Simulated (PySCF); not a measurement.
## Working out the ionisation energy of Cl

Cl [Ne] 3s2 3p5 (2P) → Cl⁺ [Ne] 3s2 3p4 (3P). Computed with PySCF 2.14 in cc-pV(D+d)Z (4s3p2d, 23 functions), with the non-relativistic Hamiltonian (point nucleus). Frozen: [Ne]. Energies in hartree (1 hartree = 27.21139 eV):

```
            part   Cl (lower)  Cl⁺ (upper)
             UHF  -459.471396  -459.037293
CCSD correlation    -0.131146    -0.111542
             (T)    -0.001494    -0.001334
```

What does Hartree-Fock give?

(-459.037293) − (-459.471396) = 0.434103 hartree = 11.813 eV.

What do CCSD and CCSD(T) give?

The CCSD correlation energies differ by 0.019604 hartree = 0.533 eV and the triples by 0.000160 hartree = 0.004 eV, so CCSD gives 12.346 eV and CCSD(T) 12.350 eV.

Measured between the centres of the two terms (NIST): 12.974 eV, so CCSD(T) (valence) is off by -0.624 eV.

What remains against the reference includes basis incompleteness, the frozen core and higher excitations.
